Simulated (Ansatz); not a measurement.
Geometry optimisation, UKS BLYP-D4/def2-SVP in Ansatz 0.2.0.

Input:

```yaml
crystal:
  periodic: [false, false, false]
  atoms:
    - { symbol: C, position_ang: [-1.5772, 1.3194, -1.29] }
    - { symbol: Mg, position_ang: [-0.2895, 0.1763, -0.0815] }
    - { symbol: C, position_ang: [1.0217, -1.0044, 1.1263] }
    - { symbol: H, position_ang: [-2.53322, 0.82719, -1.43676] }
    - { symbol: H, position_ang: [-1.82787, 2.32329, -0.8374] }
    - { symbol: H, position_ang: [1.4314, -0.3728, 1.9799] }
    - { symbol: H, position_ang: [1.9356, -1.3492, 0.5266] }
    - { symbol: H, position_ang: [0.5476, -1.8676, 1.535] }
magnetization:
  spin_polarized: true
  initial_magnetization: 1
basis:
  gaussian: { orbitals: def2-SVP }
hamiltonian:
  xc: blyp
  dispersion: d4
relax:
  f_tol: 0.015
  max_steps: 40
```

Run as:

```bash
$ ansatz run input.yaml --threads 1 --pin off --max-ram 2048MiB --backend cpu --events-out ev --progress --plain --runs-dir out
```

Task: Where does it end, and by what steps?

Result: The forces met the threshold. After 5 steps the energy has fallen by 0.371 eV; C1 moved furthest, 0.32 Å.

```csv
step,energy less start (eV),largest force component (eV/Å),accepted
0,0.0000,1.600,yes
1,-0.2417,1.641,yes
2,-0.3074,0.719,yes
3,-0.3705,0.105,yes
4,-0.3712,0.066,yes
5,-0.3715,0.006,yes
```

```xyz
8
Properties=species:S:1:pos:R:3
C -1.722 1.282 -1.009
Mg -0.341 0.153 0.051
C 1.062 -0.994 1.130
H -2.521 0.876 -1.666
H -1.785 2.392 -1.012
H 1.501 -0.422 1.977
H 1.909 -1.324 0.490
H 0.605 -1.911 1.561
```

Whether the end is a true minimum wasn't checked by a vibrational analysis.

Run time: 19 s on 1 thread of Arm Neoverse V2 (shared host), peak memory 0.15 GiB.
